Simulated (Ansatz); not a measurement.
**BHSi2: where a starting geometry ends**

The starting geometry of this gas-phase singlet was optimised with GFN2-xTB.

```xyz
4

B     0.1534   -0.2863    0.2636
Si   -1.5770   -1.0113    0.4266
Si    1.2744   -0.1487    1.7714
H     0.5415    0.0930   -0.8074
```

Q: Predict what becomes of its bonds when it is optimised with B3LYP/6-31G*.

A: A new bond forms, giving a structure given below by its coordinates. Distances that change by over a tenth: B1–Si2 (1.88 → 2.26 Å). Contacts that close: Si2–Si3 (3.27 → 2.21 Å).

The energy falls by 0.69 eV over 25 steps:

```json
{"step": "1", "E − E(last) (eV)": "0.690"}
{"step": "4", "E − E(last) (eV)": "0.672"}
{"step": "6", "E − E(last) (eV)": "0.672"}
{"step": "9", "E − E(last) (eV)": "0.672"}
{"step": "12", "E − E(last) (eV)": "0.669"}
{"step": "14", "E − E(last) (eV)": "0.609"}
{"step": "17", "E − E(last) (eV)": "0.349"}
{"step": "20", "E − E(last) (eV)": "0.095"}
{"step": "22", "E − E(last) (eV)": "0.003"}
{"step": "25", "E − E(last) (eV)": "0.000"}
```

Final geometry (Å):

```xyz
4

B     0.5124   -0.0885    0.0096
Si   -1.2913   -1.0153    0.9990
Si    0.6777   -0.3968    1.7976
H     0.4935    0.1472   -1.1522
```

The end wasn't checked by frequencies. Run with Ansatz 0.2.0, 90 s on 1 thread of Intel(R) Xeon(R) Processor @ 2.50GHz (Skylake/Cascade Lake) (shared host).
